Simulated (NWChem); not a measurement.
System: methylamine (CH₅N); SMILES CN

Computed with NWChem. The geometry was optimised at PBE0/def2-SVP.

Q: Taking Hartree-Fock/def2-QZVP as the yardstick, which of these has the fewest basis functions while keeping “highest occupied level (eV)” within 0.2 eV of it: Hartree-Fock/STO-3G; Hartree-Fock/def2-TZVPD; Hartree-Fock/def2-TZVP; Hartree-Fock/def2-SVP; Hartree-Fock/def2-SVPD; Hartree-Fock/def2-TZVPP?

A: Hartree-Fock/def2-SVP.
```
level                    basis functions  highest occupied level (eV)
-----------------------  ---------------  ---------------------------
Hartree-Fock/STO-3G                   15                        -8.73
Hartree-Fock/def2-SVP                 53                       -10.49
Hartree-Fock/def2-SVPD                80                       -10.63
Hartree-Fock/def2-TZVP                92                       -10.60
Hartree-Fock/def2-TZVPD              119                       -10.62
Hartree-Fock/def2-TZVPP              132                       -10.60
Hartree-Fock/def2-QZVP               264                       -10.62
```

The yardstick is one finite set, not the basis-set limit.
